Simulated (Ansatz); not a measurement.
Relaxation of C₂HF₃O (7 atoms, charge 0, multiplicity 1), to a largest force component of 0.015 eV/Å in at most 40 steps.

Method: RKS PBE0/def2-SVP in Ansatz.

```xyz
7
Properties=species:S:1:pos:R:3
O -0.162 -0.983 -1.241
C 0.105 -0.608 0.046
F -0.048 0.687 0.314
C 0.412 -1.441 1.060
F 0.652 -2.752 0.743
F 0.684 -0.987 2.287
H -0.454 -0.117 -1.701
```

Q: Where does it end, and by what steps?

A: The forces met the threshold. After 13 steps the energy has fallen by 0.372 eV; H7 moved furthest, 0.51 Å.

```tsv
step	energy less start (eV)	largest force component (eV/Å)	accepted
0	0.0000	2.650	yes
1	-0.2418	1.173	yes
2	-0.2939	0.287	yes
3	-0.3009	0.078	yes
4	-0.3027	0.217	yes
5	-0.3138	0.115	yes
6	-0.3412	0.557	yes
7	-0.3609	0.236	yes
8	-0.3542	1.083	no
9	-0.3681	0.074	yes
10	-0.3711	0.076	yes
11	-0.3721	0.055	yes
12	-0.3722	0.017	yes
13	-0.3723	0.008	yes
```

```xyz
7
Properties=species:S:1:pos:R:3
O 0.134 -0.762 -1.262
C 0.184 -0.491 0.041
F 0.053 0.789 0.381
C 0.422 -1.406 0.981
F 0.542 -2.686 0.727
F 0.592 -1.119 2.249
H -0.737 -0.526 -1.610
```

Time of the run: 50 s on 1 thread of Arm Neoverse V2, on a shared host, peak memory 0.17 GiB.
